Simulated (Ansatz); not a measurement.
```yaml
crystal:
  periodic: [false, false, false]
  atoms:
    - {symbol: N, position_ang: [-0.728506, 0.266130, -0.477100]}
    - {symbol: C, position_ang: [0.781787, 0.452334, -0.390641]}
    - {symbol: Al, position_ang: [0.149854, -0.794583, 0.971968]}
    - {symbol: H, position_ang: [-1.040521, -0.142460, -1.346752]}
    - {symbol: H, position_ang: [-1.254686, 1.110317, -0.300809]}
    - {symbol: H, position_ang: [1.025848, 1.490873, -0.182074]}
    - {symbol: H, position_ang: [1.257861, 0.130959, -1.313474]}
    - {symbol: H, position_ang: [0.130777, -2.343952, 0.620939]}
    - {symbol: H, position_ang: [-0.233913, -0.215817, 2.400843]}
basis:
  gaussian: {orbitals: cc-pVDZ, final_grid: {core_spheres: 1, valence_spheres: 1, degree: 1}}
hamiltonian: {xc: {name: r2SCAN}}
output: {forces: true}
```

```sh
$ ansatz run in.yaml --threads 2 --pin off --events-out ev --progress --plain --max-ram 4352MiB
```

Output, abridged:

```
Functional definition: r2SCAN
979 factors; their error is unknown
mean field evaluation 1: about -9212.0432 eV, gradient 5.4e1 eV
mean field evaluation 2: about -9199.3853 eV, gradient 8.6e1 eV
mean field evaluation 4: about -9218.9162 eV, gradient 3.3e0 eV
mean field evaluation 8: about -9178.2380 eV, gradient 7.2e1 eV
mean field evaluation 16: about -9191.5998 eV, gradient 7.1e-2 eV
mean field evaluation 32: about -9192.1808 eV, gradient 5.3e-2 eV
mean field -9192.18084335 eV, -337.8064153093 hartree, gradient 7.2e-5 eV, S^2 0.000000; 0 other end points of the search recorded, 0 dependent functions left out
reference -9192.18089812 eV, -337.8064173220 hartree; 16, 16 occupied and 60, 60 virtual orbitals, 979 factors
Total energy: -9192.18089812 eV, -337.8064173220 hartree
Atom 0 at    -0.728506     0.266130    -0.477100 Å, force    18.483172    10.285570    -8.575427 eV/Å
Atom 1 at     0.781787     0.452334    -0.390641 Å, force   -22.017187     5.968217   -11.852040 eV/Å
Atom 2 at     0.149854    -0.794583     0.971968 Å, force    -1.045382     1.788090    -2.348297 eV/Å
Atom 3 at    -1.040521    -0.142460    -1.346752 Å, force     6.509357    -0.830202     9.283077 eV/Å
Atom 4 at    -1.254686     1.110317    -0.300809 Å, force     7.633696    -7.550633     3.673692 eV/Å
Atom 5 at     1.025848     1.490873    -0.182074 Å, force    -4.416866    -7.176394     3.862041 eV/Å
Atom 6 at     1.257861     0.130959    -1.313474 Å, force    -5.118729    -3.391163     6.999548 eV/Å
Atom 7 at     0.130777    -2.343952     0.620939 Å, force     0.015215     0.325199    -0.643027 eV/Å
Atom 8 at    -0.233913    -0.215817     2.400843 Å, force    -0.043277     0.581315    -0.399568 eV/Å
Dipole moment:    -0.372158     0.406615    -0.562556 e Å
```

Question: What is wrong with this run?

Answer: The integration grid is far too coarse. The run converged. The result belongs to that input, not to the molecule as meant.
